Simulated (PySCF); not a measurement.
Property card for Si(OH)H3, `[H][Si]([H])([H])O`

Species: Si(OH)H3.
Z-matrix (Å and degrees, PBE0-D3(BJ)/def2-SVP geometry), rows numbered from 1:
```
Si
O   1  1.6655
H   2  0.9610  1  116.88
H   1  1.4974  2  111.96  3    61.14
H   1  1.4975  2  111.98  3   -59.91
H   1  1.4873  2  106.30  3  -179.38
```

**PBE0-D3(BJ)/def2-SVP geometry optimisation, gas phase (PySCF)**

* Point group: Cs
* Rotational constants A, B, C: 76.317, 13.587, 13.326 GHz

From wB97X-D/def2-SVPD ground state and vertical TDDFT (core frozen in the response) (PySCF):

* Dipole moment: 1.33 D
* HOMO energy: -10.70 eV
* LUMO energy: 1.60 eV
* HOMO–LUMO gap: 12.30 eV
* Lowest singlet excitation: 7.29 eV (170 nm, f = 0.002)
* Strongest line among the 10 lowest singlet transitions: S8 at 9.63 eV (129 nm, f = 0.210)
* Lowest triplet excitation (Tamm–Dancoff): 6.98 eV
* Static isotropic polarisability: 33.3 au
* Electronic spatial extent ⟨r²⟩ about the centre of nuclear charge: 142 bohr²

B3LYP/pcSseg-1 ground state and GIAO shieldings, non-relativistic (PySCF):

* 1H chemical shifts (computed TMS as zero) by class: 4.86 (H4/H5/H6), 0.11 (H3) ppm
* Isotropic shieldings of nuclei other than C and H, by class: 331 (O2), 376 (Si1) ppm

From delta-SCF UKS SCAN, pcX-2 on the ionised atom, pcseg-1 elsewhere, spin-free X2C; 2p3/2 from a spin–orbit splitting computed afterwards within the 2p shell (PySCF):

- Core binding energies: Si2p3/2 107.7 (Si1), O1s 538.8 (O2), Si1s 1847.6 (Si1) eV

Monoisotopic mass from the formula: 48.0031 u.

With B = h/(8π²I), that is 505.379 GHz u Å² over I, the principal moments of inertia are 6.6, 37.2 and 37.9 u Å² (most abundant isotopes); the inertial defect Ic − Ia − Ib is -5.9 u Å² (zero for a rigid planar frame, negative otherwise). The polarisability is 4.94 Å³ as a volume (1 au = 0.148185 Å³), or 1.28 au for each of the 26 electrons. The rotational constants make it an asymmetric top with κ = (2B − A − C)/(A − C) = -0.99, nearer the prolate limit (−1). A dipole of 1.33 D is allowed in Cs, and pure rotational transitions are dipole-allowed. No computed singlet falls in the visible range (750 to 380 nm, 1.65 to 3.26 eV); S1 lies 4.03 eV above its blue end. The principal polarisabilities are 32.8, 33.1 and 34.1 au; their mean is the isotropic value.

 NMR classes are plain means over equivalent atoms (diastereotopic ones count apart unless rotation or inversion swaps them), as if these changed places fast; in this geometry the members of some classes differ.
